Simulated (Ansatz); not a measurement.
Results of LDA in Ansatz (PAW) for diamond-structure Si.

Settings: plane-wave cutoff 520 eV, 12×12×12 k mesh, perturbation theory, force constants from a 4×4×4 q mesh, scalar-relativistic PAW data made under PBE.

Quasi-harmonic lattice constant against temperature at zero pressure (zero-point motion included); the last value is withheld.

```tsv
T (K)	lattice constant (Å)
300	5.4113
400	5.4128
500	5.4146
600	5.4165
700	5.4186
800	?
```

### Question
Fit a straight line to the rows shown and predict the value at 800 K, and give the mean linear expansion coefficient over the rows shown.

### Answer
Means: 500 K and 5.41476 Å. Σ(T − T̄)(y − ȳ) = 1.8300 and Σ(T − T̄)² = 100000, so the slope is 1.83e-05 Å/K. Divided by the mean, α = 3.4 × 10⁻⁶/K. At 800 K: 5.41476 + (1.83e-05) × 300 = 5.4203 Å. The run gives 5.4207 Å.

At 300 K the run's own coefficient is 2.4 × 10⁻⁶/K.

Anharmonicity beyond the change of volume is left out.

Ansatz is a program for electronic structure.
